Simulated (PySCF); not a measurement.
**Relaxation of singlet SiHF**

Method: PySCF, PBE0, basis Si def2-TZVP, H def2-TZVP, F def2-TZVP (no relativity, density fitting). A (50,194) grid was used.

A hand-made linear start, of C∞v symmetry, held to at least that symmetry:

Coordinates in bohr (charge 0 multiplicity 1):
```
Si    0.0000    0.0000   -1.2880
H     0.0000    0.0000   -4.0848
F     0.0000    0.0000    2.1135
```

At each step, columns x, y, z (Å) and Fx, Fy, Fz (eV/Å):

```
step 0  E − E(last) = 37.15 kJ/mol
Si   0.000   0.000  -0.682   0.000   0.000   3.898
H    0.000   0.000  -2.162   0.000   0.000  -2.653
F    0.000   0.000   1.118   0.000   0.000  -1.245
step 1  E − E(last) = 10.04 kJ/mol
Si   0.000   0.000  -0.620   0.000   0.000   1.915
H    0.000   0.000  -2.212   0.000   0.000  -1.153
F    0.000   0.000   1.107   0.000   0.000  -0.762
step 2  E − E(last) = 1.28 kJ/mol
Si   0.000   0.000  -0.561   0.000   0.000   0.004
H    0.000   0.000  -2.246   0.000   0.000  -0.398
F    0.000   0.000   1.082   0.000   0.000   0.394
step 3  E − E(last) = 0.22 kJ/mol
Si   0.000   0.000  -0.557   0.000   0.000   0.099
H    0.000   0.000  -2.268   0.000   0.000  -0.178
F    0.000   0.000   1.100   0.000   0.000   0.079
step 4  E − E(last) = 0.00 kJ/mol
Si   0.000   0.000  -0.549   0.000   0.000   0.006
H    0.000   0.000  -2.285   0.000   0.000  -0.013
F    0.000   0.000   1.109   0.000   0.000   0.007
step 5  E − E(last) = 0.00 kJ/mol
Si   0.000   0.000  -0.549   0.000   0.000   0.000
H    0.000   0.000  -2.286   0.000   0.000  -0.001
F    0.000   0.000   1.110   0.000   0.000   0.000
```

It ends at C∞v with Si–F 1.659 Å, Si–H 1.737 Å; F–Si–H 180.0°. A frequency run shows 2 imaginary modes (one degenerate set), down to 1362i cm⁻¹, so it is a higher-order saddle point. Other isomers or separated fragments may lie lower.
